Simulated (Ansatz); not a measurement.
# FHOSi, SMILES O[Si]F: a composite energy at a relaxed geometry

With the Python package of Ansatz (0.2.0).

The cells in order, each with its output:

In [1]:
```python
from dataclasses import dataclass

import ansatz as az
import numpy as np
```

In [2]:
```python
@dataclass(frozen=True)
class Settings:
    basis_set: str = "def2-SVP"
    xc: str = "r2scan"
    vdw: str = "d3bj"


cfg = Settings()
```

In [3]:
```python
geometry_ang = [
    ("O", (-0.5879, 0.7498, -0.1712)),
    ("Si", (0.293, 0.048, 0.9696)),
    ("F", (0.9097, -1.2247, 0.2346)),
    ("H", (-0.5593, 0.3666, -1.0533)),
]
molecule = az.Crystal.molecule()
for symbol, xyz in geometry_ang:
    molecule = molecule.atom(symbol, xyz)
```

In [4]:
```python
job = (
    molecule.calculation()
    .basis(gaussian=cfg.basis_set)
    .functional(cfg.xc, dispersion=cfg.vdw)
)
symbols = [site.symbol for site in molecule.cartesian_sites]
start = np.array([site.position_ang for site in molecule.cartesian_sites], dtype=float)
report = job.relax(force_tolerance=0.01).run(threads=1).report
end = np.array(report["positions_ang"])
print("final positions (A) and the move of each atom")
for symbol, xyz, old in zip(symbols, end, start):
    print(f"{symbol:2s} {xyz[0]:10.5f} {xyz[1]:10.5f} {xyz[2]:10.5f}   {np.linalg.norm(xyz - old):7.4f}")
```
```text
DeckWarning: the engine holds no damping parameters fitted to this dispersion correction and functional, so the run takes those fitted to r2scan beside the three-body term, which d3bj leaves out (hamiltonian.dispersion, under Limitations)
final positions (A) and the move of each atom
O    -0.58182    0.76792   -0.19066    0.0273
Si    0.29157    0.05054    1.02509    0.0556
F     0.92305   -1.23847    0.21610    0.0266
H    -0.57730    0.35971   -1.07083    0.0261
```

In [5]:
```python
minimum = az.Crystal.molecule()
for symbol, place in zip(symbols, end):
    minimum = minimum.atom(symbol, place.tolist())
at_minimum = minimum.calculation()
# MP2 extrapolated to the basis limit, plus the small-basis difference CCSD(T) - MP2
level = lambda method, basis: at_minimum.basis(gaussian=basis).correlation(method).run(threads=1).report
small, large, cluster = level("mp2", "cc-pVDZ"), level("mp2", "cc-pVTZ"), level("ccsd_t", "cc-pVDZ")
corr = lambda each: (each["free_energy_ev"] - each["reference_energy_ev"]) / 27.211386246
mp2_limit = (27 * corr(large) - 8 * corr(small)) / 19
pieces = {"HF / cc-pVTZ": large["reference_energy_ev"] / 27.211386246, "MP2 correlation, DZ-TZ limit": mp2_limit, "CCSD(T) - MP2 / cc-pVDZ": corr(cluster) - corr(small)}
for name, value in pieces.items():
    print(f"{name:32s} {value:14.6f} Ha")
print(f"{'sum':32s} {sum(pieces.values()):14.6f} Ha")
print("T1 diagnostic", round(cluster["correlation"]["coupled_cluster"]["t1_diagnostic"], 4))
```
```text
HF / cc-pVTZ                        -463.982337 Ha
MP2 correlation, DZ-TZ limit          -0.652808 Ha
CCSD(T) - MP2 / cc-pVDZ               -0.026107 Ha
sum                                 -464.661252 Ha
T1 diagnostic 0.0162
```

What to keep in mind:
- Total energies depend on the basis set; only differences at equal settings carry meaning.
- Warnings are shown shortened and without file and line.
- The sum leaves out core correlation, relativity, the Hartree-Fock basis error and zero-point energy; a DZ-TZ extrapolation is rough.
- Inner cores stay frozen, so this is valence correlation.
- For Al to Cl the sets with a tight d function, cc-pV(X+d)Z, are usual.
- An extrapolation from small basis sets is rough.
- A dispersion term here runs with damping parameters fitted for another variant or functional.
- Run time: 15 s on 1 thread of Arm Neoverse V1, with other jobs on the host, peak memory 0.23 GiB.
